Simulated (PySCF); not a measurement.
**HS, SMILES `[SH]` (charge 0, multiplicity 2)**

These are r2SCAN-D4/def2-TZVP run with PySCF 2.14.0 values and carry that method's errors.

The highest occupied spin orbital comes out as -6.40 eV. The dipole moment comes out as 0.91 D and the total energy is -398.7242 Ha. The cost is very roughly 21 core-seconds.

```xyz
2

S      0.6729     0.0000     0.0000
H     -0.6729     0.0000     0.0000
```
Charge 0, spin multiplicity 2.
